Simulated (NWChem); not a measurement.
# Worked example: ideal-gas entropy of C2HNa (SMILES C#[C][Na])

A linear singlet with charge 0, relaxed at BHLYP/pc-0 (NWChem 7.3.0):

```xyz
4

C     0.0000    0.0000    1.8336
C     0.0000    0.0000    0.6040
Na    0.0000    0.0000   -1.5785
H     0.0000    0.0000    2.8930
```

Harmonic wavenumbers in cm⁻¹: 153, 153, 418, 741, 741, 2018, 3602.

Masses in u: C 12.011, Na 22.99, H 1.008. Take T = 298.15 K, p = 1 bar, R = 8.3145 J/(mol K), kT/hc = 207.22 cm⁻¹, rigid rotor and harmonic oscillator.

Task: Work out S° at 298 K.

Result: 
1. Translation (Sackur–Tetrode): S = R[3/2 ln M + 5/2 ln T − 1.1517] with M = 48.02 gives 157.1 J/(mol K).
2. Rotation: the moment of inertia is 110.134 u Å², so B = 16.8576/I = 0.1531 cm⁻¹; σ = 1; q = kT/(σhcB) = 1353.5; S = R(ln q + 1) = 68.3.
3. Vibration: with u = ν̃/207.22, each mode gives R[u/(eᵘ − 1) − ln(1 − e⁻ᵘ)]; the sum is 28.0, most from 153 cm⁻¹ (11.0), 153 cm⁻¹ (11.0), 418 cm⁻¹ (3.8).
4. Electronic: R ln 1 = 0.0, from the spin multiplicity alone.
5. Sum: 157.1 + 68.3 + 28.0 + 0.0 = 253.4 J/(mol K).

No measured value is set beside it here.
